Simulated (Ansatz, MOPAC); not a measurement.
Species: CH3O (charge -1, singlet). SMILES: [O-]C

Atoms: C1, O2, H3, H4, H5. Bonds: C1-O2, C1-H3, C1-H4, C1-H5.

Bond lengths (Å) and angles (degrees) optimised at AM1 with MOPAC; PM3 with MOPAC; PM7 with MOPAC; MNDO with MOPAC; HF/6-31G* with Ansatz (a first-principles code); PBE/6-31G* with Ansatz, each started from the B3LYP-D3(BJ)/def2-TZVP structure (Ansatz) of the last column. A row stands for all coordinates that are equal there. 6-31G* holds six Cartesian d functions. No wavenumbers were computed at MNDO, PBE/6-31G*, so these may be saddle points.

```json
[
 {"coordinate": "C1-O2", "AM1": "1.310", "PM3": "1.308", "PM7": "1.328", "MNDO": "1.288", "HF/6-31G*": "1.311", "PBE/6-31G*": "1.309", "B3LYP-D3(BJ)/def2-TZVP": "1.320"},
 {"coordinate": "C1-H3", "AM1": "1.149", "PM3": "1.122", "PM7": "1.111", "MNDO": "1.154", "HF/6-31G*": "1.133", "PBE/6-31G*": "1.179", "B3LYP-D3(BJ)/def2-TZVP": "1.146"},
 {"coordinate": "O2-C1-H3", "AM1": "114.7", "PM3": "114.8", "PM7": "111.8", "MNDO": "116.2", "HF/6-31G*": "116.5", "PBE/6-31G*": "118.1", "B3LYP-D3(BJ)/def2-TZVP": "116.6"},
 {"coordinate": "H3-C1-H4", "AM1": "103.7", "PM3": "103.7", "PM7": "107.0", "MNDO": "102.0", "HF/6-31G*": "101.6", "PBE/6-31G*": "99.6", "B3LYP-D3(BJ)/def2-TZVP": "101.5"}
]
```

Mean signed difference of all 4 bond lengths from B3LYP-D3(BJ)/def2-TZVP: AM1 0.000 Å, PM3 -0.022 Å, PM7 -0.024 Å, MNDO -0.002 Å, HF/6-31G* -0.012 Å, PBE/6-31G* 0.022 Å.
